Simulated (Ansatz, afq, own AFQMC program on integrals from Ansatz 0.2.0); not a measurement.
**SiN, quartet, reference energies and how methods fare**

```xyz
2

Si    0.0000    0.0000    0.0000
N     0.0000    0.0000    1.8891
```

Geometry: a PBE0/def2-TZVP stationary point, not shown to be a minimum. Basis aug-cc-pVDZ. Only valence electrons are correlated. AFQMC by an in-house program on the Cholesky factors that Ansatz 0.2.0 writes for its CCSD(T) run. The CISD trial takes its coefficients from CCSD amplitudes. Released means that phaseless walkers are propagated on without the constraint, phases kept. Uncertainties: one standard error, sampling alone.

Best estimates are CCSD(T) at the basis-set limit (def2-TZVPP/QZVPP) plus the step from CCSD(T) to the highest rung at hand in aug-cc-pVDZ, named in the table (released AFQMC can keep some 10 meV of bias). No zero-point, core-correlation or spin–orbit terms. Other levels are in aug-cc-pVDZ, the functionals in def2-TZVP; a dash marks a level that is missing or breaks spin symmetry for a member.

Cautions: SiN (quartet): another spin lies lower, unrestricted determinant slightly spin contaminated (⟨S²⟩ 3.80 against 3.75), the released energies are still falling, so no released level is given (meV from the phaseless value at times in 1/Eh: -6 ± 3 at 0.24, -8 ± 3 at 0.51, -15.1 ± 2.4 at 0.99, -19 ± 3 at 1.62, -21 ± 4 at 2.40), though the last usable value meets CCSDT(Q) within the noise, its ph-AFQMC/CISD value lies 24 ± 4 meV above CCSDT(Q); SiN (sextet): another spin lies lower, the released energies are still falling, so no released level is given (meV from the phaseless value at times in 1/Eh: -6 ± 3 at 0.24, -9.6 ± 2.3 at 0.51, -13.4 ± 1.9 at 0.99, -14.7 ± 2.3 at 1.62, -16.3 ± 2.4 at 2.40), though the last usable value meets CCSDT(Q) within the noise, its ph-AFQMC/CISD value lies 18 ± 3 meV above CCSDT(Q); SiN⁺ (quintet): lower spins were not checked, its ph-AFQMC/CISD value lies 19.1 ± 2.2 meV above CCSDT(Q); row 1: core correlation is missing, and it shifts such a gap most where an s electron is promoted; row 2: this needn't be the first ionization; row 2: core correlation is missing, and it shifts such a gap most where an s electron is promoted.

```csv
process,best estimate (eV),highest rung
"to charge +0, sextet (vertical)",2.17,CCSDT(Q)
"to charge +1, quintet (vertical)",9.97,CCSDT(Q)
to free atoms,1.87,CCSDT(Q)
```

Errors against the best estimates in eV, the processes numbered in the order above:

```json
{"level": "MP2", "error, 1": "-0.31", "error, 2": "-0.42", "error, 3": "-0.65"}
{"level": "CCSD(T)", "error, 1": "-0.20", "error, 2": "-0.35", "error, 3": "-0.58"}
{"level": "ph-AFQMC/CISD", "error, 1": "-0.20 ± 0.005", "error, 2": "-0.35 ± 0.004", "error, 3": "-0.57 ± 0.004"}
{"level": "CCSD(T)/CBS", "error, 1": "0.00", "error, 2": "-0.01", "error, 3": "-0.03"}
{"level": "PBE", "error, 1": "0.01", "error, 2": "0.01", "error, 3": "0.49"}
{"level": "r2SCAN", "error, 1": "-0.28", "error, 2": "-0.12", "error, 3": "0.11"}
{"level": "PBE0", "error, 1": "-0.07", "error, 2": "-0.01", "error, 3": "0.21"}
{"level": "B3LYP", "error, 1": "0.21", "error, 2": "0.09", "error, 3": "0.28"}
{"level": "wB97M-V", "error, 1": "0.28", "error, 2": "-0.05", "error, 3": "0.21"}
{"level": "B2PLYP", "error, 1": "0.12", "error, 2": "-0.07", "error, 3": "0.10"}
```

Cost at the first geometry (cards were shared with other jobs): PBE0/aug-cc-pVDZ, 3.2 s on 1 thread of AMD EPYC 7R13 Processor (Zen 3), on a shared host; UCCSD(T)/aug-cc-pVDZ, 6 s on 1 × NVIDIA H100 80GB HBM3 with 1 thread of AMD EPYC 7R13 Processor (Zen 3), with other jobs on the host; CCSD(T)/def2-QZVPP, 12 s on 1 × NVIDIA H100 80GB HBM3 with 1 thread of AMD EPYC 7R13 Processor (Zen 3), with other jobs on the host; CCSDT(Q), 8 s on 1 × NVIDIA H100 80GB HBM3 with 1 thread of AMD EPYC 7R13 Processor (Zen 3), on a shared host; ph-AFQMC/CISD with release, 38 s on 1 × NVIDIA H100 80GB HBM3 with 2 threads of AMD EPYC 7R13 Processor (Zen 3), on a shared host.

Best estimates are given only where the step beyond CCSD(T) is under 0.3 eV and no member's determinant is very poor (T1 over 0.05, or 0.07 for open shells, ⟨S²⟩ too high by 0.3, two states mixed), so the hardest cases are missing from such tables.

The functionals ran in a triple-zeta set and keep a basis error of their own, a few kJ/mol for each bond in atomization energies and more for double hybrids, so close places among them and the extrapolated levels can swap.

CCSDT and higher add their correlation energy to the determinant of the CCSD(T) run, since their own runs factorise the integrals more tightly (a shift of under 2 meV). Each member of a difference takes its own highest rung, so a best estimate needn't equal the limit plus the step of one row. A walk keeps the symmetry of its determinant, which the program's search chose and which needn't be the lowest solution, so a lower state of the same spin and another symmetry isn't excluded.
